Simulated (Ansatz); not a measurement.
fcc Ir was calculated with LDA (PAW; Ansatz, a program for electronic structure).

Numerical settings: plane-wave cutoff 520 eV, 30×30×30 k mesh, Fermi–Dirac smearing 0.079 eV (set by the program), no spin polarisation, scalar-relativistic PAW data made under PBE.

Computed at the level's own relaxed cell.

Elastic tensor (GPa, Voigt notation, ions relaxed):

```
  671.8   271.7   271.7     0.0     0.0     0.0
  271.7   671.8   271.7     0.0     0.0     0.0
  271.7   271.7   671.8     0.0     0.0     0.0
    0.0     0.0     0.0   292.1     0.0     0.0
    0.0     0.0     0.0     0.0   292.1     0.0
    0.0     0.0     0.0     0.0     0.0   292.1
```

Question: Work out the Voigt, Reuss and Hill averages of the bulk and shear moduli, Young's modulus and Poisson's ratio from the printed constants.

Answer: K_V = [C11 + C22 + C33 + 2(C12 + C13 + C23)]/9 = [2015.4 + 2 × 815.1]/9 = 405.1 GPa. G_V = [2015.4 − 815.1 + 3 × 876.3]/15 = 255.3 GPa. From the compliances S = C⁻¹, K_R = 405.1 and G_R = 246.7 GPa. Hill means: K = 405.1, G = 251.0 GPa. E = 9KG/(3K + G) = 624 GPa, ν = (3K − 2G)/(6K + 2G) = 0.24, K/G = 1.61.

Measured, for comparison: elastic constant C11 590 GPa, elastic constant C12 249 GPa, elastic constant C44 262 GPa (temperature not stated, not corrected to a static lattice; as tabulated in Mehl and Papaconstantopoulos (1996), arXiv:mtrl-th/9602003). Computed (rounded) less measured: elastic constant C11 +14 %, elastic constant C12 +9 %, elastic constant C44 +11 %. A static lattice is as a rule a little smaller and stiffer than an uncorrected measurement, which narrows the difference in the elastic constant C12 and would widen misses of the other sign.

Spin–orbit coupling is not included.

Static lattice: no zero-point or thermal effects.
